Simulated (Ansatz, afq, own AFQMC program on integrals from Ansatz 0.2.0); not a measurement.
## AFQMC, coupled cluster and functionals along a coordinate of BSiH3, singlet

```yaml
atoms:
  - { symbol: Si, position_ang: [-0.5122, -0.0044, 0.0004] }
  - { symbol: B, position_ang: [1.6163, 0.0140, -0.0014] }
  - { symbol: H, position_ang: [-1.0336, 1.3929, 0.0029] }
  - { symbol: H, position_ang: [-1.0144, -0.7115, 1.2138] }
  - { symbol: H, position_ang: [-1.0165, -0.7079, -1.2142] }
```

The Si1–B2 distance is changed with both sides rigid. Energies in eV count from this geometry (2.129 Å) at the same level; the start stands on RHF, each point on the determinant named.

Basis cc-pVDZ. Noble-gas cores (and the filled d shells of Ga–Kr and In–Xe) are frozen. Ansatz 0.2.0 and our own AFQMC program on the same integrals; the CISD trial comes from CCSD amplitudes, and released means the phaseless constraint is let go. Uncertainties: one standard error, sampling alone.

Cautions, each for one point or more: CCSDT(Q) on the RHF determinant differs, by its state or its frozen core; CCSDT(Q) on the UHF determinant differs, perhaps since the unrestricted series falls towards higher spin; cluster runs in doubt by the program's own checks; higher spins were not checked; restricted determinant unstable towards unrestricted; strong correlation; the ph-AFQMC/CISD walk drifts between its halves; unrestricted determinant spin contaminated; walk and cluster series may follow different spin states.

```
r(Si1–B2) / Å   det.     T1  weight  ⟨S²⟩     PBE  wB97M-V  CCSD(T)
        1.699    RHF  0.019    0.84  pure  1.372§   1.571§    1.795
        2.654    RHF  0.016    0.84  pure   0.602    0.649    0.570
        3.358    RHF  0.024    0.79  pure  1.743§   1.983§    1.633
        4.794  UHF‡¶  0.012    0.87  1.00  2.550§   2.566§    2.270
        7.152  UHF‡¶  0.012    0.87  1.01  2.619§   2.614§    2.285
```

Estimate the curve of CCSDT(Q), counted from the same start.


| r(Si1–B2) / Å | det. | T1 | weight | ⟨S²⟩ | CCSDT(Q) | ph-AFQMC/CISD | released AFQMC |
| --- | --- | --- | --- | --- | --- | --- | --- |
| 1.699 | RHF | 0.019 | 0.84 | pure | 1.789 | 1.782 ± 0.018 | 1.802 ± 0.029* |
| 2.654 | RHF | 0.016 | 0.84 | pure | 0.564 | 0.585 ± 0.017 | 0.552 ± 0.022* |
| 3.358 | RHF | 0.024 | 0.79 | pure | 1.606 | 1.727 ± 0.021 | 1.657 ± 0.034* |
| 4.794 | UHF‡¶ | 0.012 | 0.87 | 1.00 | 2.273 | 2.273 ± 0.016 | 2.269 ± 0.019* |
| 7.152 | UHF‡¶ | 0.012 | 0.87 | 1.01 | 2.298 | 2.308 ± 0.015 | 2.321 ± 0.017* |

Weight is that of the determinant in the CISD state; at the start T1 is 0.017 and the weight 0.85. ¶ marks points with a poor determinant and no full CI, where no value is sure; they don't count among the departures. An asterisk marks released energies that aren't shown to be converged. A double dagger marks points where the walks on two determinants ended up to 0.458 eV apart; the lower is shown. § marks a functional whose ⟨S²⟩ is too high by over 0.1 (PBE at the start too). Largest departures from CCSDT(Q), at the points where its series has closed: CCSD(T) 0.027 eV at 3.358 (on RHF), ph-AFQMC/CISD 0.121 eV at 3.358 (on RHF). The functionals aren't scored here. In this small basis the wave-function levels are far from their limit, so their gap to the functionals isn't the functionals' error.

CCSDT and higher add their correlation energy to the determinant of the CCSD(T) run, since their own runs factorise the integrals more tightly (a shift of under 2 meV). A walk keeps the symmetry of its determinant, which the program's search chose and which needn't be the lowest solution, so a lower state of the same spin and another symmetry isn't excluded.
